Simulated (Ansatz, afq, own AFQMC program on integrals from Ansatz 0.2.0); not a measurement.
# NH2S, doublet in cc-pVDZ, levels against CCSDT(Q)

| atom | x (Å) | y (Å) | z (Å) |
| --- | --- | --- | --- |
| N | 0.0000 | -0.1878 | 1.0997 |
| S | 0.0000 | 0.0962 | -0.5000 |
| H | 0.0000 | 0.7404 | 1.5312 |
| H | 0.0000 | -1.1895 | -0.9067 |

Connectivity, by distances: NH–SH.

Basis cc-pVDZ. Noble-gas cores (and the filled d shells of Ga–Kr and In–Xe) are frozen. Integrals, coupled cluster, full CI and functionals: Ansatz 0.2.0; the random walks run on the same integrals in our own AFQMC program. ph-AFQMC/CISD is guided by a CISD state made of CCSD amplitudes; releasing the constraint for a short imaginary time cuts its bias at the price of noise, slowly where states lie close. Free projection: walkers drawn from exp(T), propagated without any constraint. Its projection time is finite, and what remains of the start isn't in its error. ± is one standard error of the sampling.

Determinant: UHF, the one that the program's search chose, which needn't be the lowest solution. The geometry is a point of a scan.

No full CI on the walks' own integrals is used here; CCSDT(Q) serves as the reference and is uncertain by about the last step of the cluster series.

The T1 diagnostic is 0.0276, the weight of the determinant in the CISD state is 0.867 and the ⟨S²⟩ of the determinant is 0.765. The size of the correlated space is 13 electrons in 36 orbitals.

Reference: CCSDT(Q), correlation energy -8.698 eV. The released energy is read at 1.62 1/Eh, later times being too noisy (meV from the phaseless value at times in 1/Eh: -5 ± 12 at 0.24, -14 ± 13 at 0.51, 18 ± 13 at 0.99, -17 ± 21 at 1.62, -58 ± 26 at 2.40).

```tsv
level	E − E(reference) (kcal/mol)	share of correlation (%)
HF	200.58	0.00
MP2	26.71	86.69
CCSD	6.54	96.74
CCSD(T)	1.05	99.48
CCSDT	0.49	99.76
ph-AFQMC/HF	1.46 ± 1.71	99.27
ph-AFQMC/CISD	0.35 ± 0.27	99.83
released AFQMC	-0.05 ± 0.48	100.03
free AFQMC	-0.12 ± 0.49	100.06
```

Free projections are given only where their last times agree within the noise and don't stop above the reference; a slow remainder of the start can still hide under it. A walk keeps the symmetry of its determinant, which the program's search chose and which needn't be the lowest solution, so a lower state of the same spin and another symmetry isn't excluded. Released energies are given only where the last usable release times agree within the noise; a slower fall can still hide under it.
